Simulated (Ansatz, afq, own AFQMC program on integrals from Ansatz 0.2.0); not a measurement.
Two steps: Ansatz 0.2.0 writes the Fock matrix and Cholesky factors of the valence space, and afq projects on them the lowest state that overlaps trial and start.

```yaml
crystal:
  periodic: [false, false, false]
  atoms:
    - {symbol: Si, position_ang: [0.000000, 0.064094, 1.005387]}
    - {symbol: Si, position_ang: [0.000000, -0.004642, -1.094839]}
    - {symbol: H, position_ang: [0.000000, -0.381837, 2.430212]}
    - {symbol: H, position_ang: [0.000000, -1.274751, 0.062301]}
basis:
  gaussian: {orbitals: cc-pVDZ}
magnetization: {spin_polarized: true, initial_magnetization: 0}
correlation: {method: ccsd_t, electrons: outside_noble_gas, hamiltonian_folder: ham}
```

```sh
$ ansatz run in.yaml --threads 1 --pin off --events-out ev --progress --plain --max-ram 1843MiB
```

Options of the walk:

```
--method phaseless --trial hf --walkers 140 --populations 1 --least-time 40 --time-step 0.005 --steps-per-block 20 --equilibration-blocks 112 --max-blocks 600 --target-error 0.00114 --factor-cut 1e-05 --start spin_pure --seed 8929 --taylor-order 6
```

Times are imaginary, in 1/Eh. The walk had a cap of 536 s.

afq prints:

```
orbitals 36  electrons 5 5  factors 274 of 455
reference energy -578.90590263 Eh
CCSD correlation -0.22328681 Eh in 11 cycles, weight of the determinant in the CISD state 0.8382
energy of the start -578.905903 Eh
 block  time / (1/Eh)  mean weight  energy / Eh
     1     0.100  1.0004  -578.940554
     2     0.200  1.0003  -578.966078
     3     0.300  1.0008  -578.986678
     4     0.400  1.0021  -579.010525
     5     0.500  1.0004  -579.022370
     8     0.800  0.9995  -579.058752
    18     1.800  0.9991  -579.107859
    69     6.900  0.9987  -579.148879
   120    12.000  1.0004  -579.122912
   171    17.100  0.9999  -579.126211
   222    22.200  1.0003  -579.135635
   273    27.300  1.0009  -579.147258
   324    32.400  0.9996  -579.144809
   375    37.500  0.9998  -579.166323
   426    42.600  0.9999  -579.139787
   477    47.700  1.0012  -579.163782
   528    52.800  1.0009  -579.117395
   579    57.900  0.9997  -579.178445
   630    63.000  0.9989  -579.130184
   681    68.100  1.0001  -579.148462
   698    69.800  0.9996  -579.104191
blocks merged  error / Eh  count
     1  0.000671  600
     2  0.000900  300
     4  0.001187  150
     8  0.001465  75
    16  0.001731  37
    32  0.001547  18
    64  0.001757  9
energy -579.141925 +/- 0.001731 Eh
(rows thinned)
```

The run passed its tests (sampling time, drift between the halves within three errors, error under three times the target), which doesn't prove that it has relaxed.

Against this walk (error 47.1 meV) on the same determinant: CCSD(T) 32.2 meV higher (within the noise), CCSDT(Q) 29.9 meV lower (within the noise), a separate phaseless walk with a CISD trial and standard settings 9.4 ± 49.9 meV higher (within the noise). The error is statistical and leaves out the bias of the constraint.

Cautions: constraint bias not in the error; error above the target (47.1 against 31.0 meV); higher spins were not checked; an unrestricted solution with more broken spin lies lower (56 meV, ⟨S²⟩ 0.34), while this determinant keeps restricted orbitals.

The walk took 8.8 min on 1 thread of Arm Neoverse N1 (shared host). The log's last line is the phaseless energy.

CCSDT and higher add their correlation energy to the determinant of the CCSD(T) run, since their own runs factorise the integrals more tightly (a shift of under 2 meV). A walk keeps the symmetry of its determinant, which the program's search chose and which needn't be the lowest solution, so a lower state of the same spin and another symmetry isn't excluded.
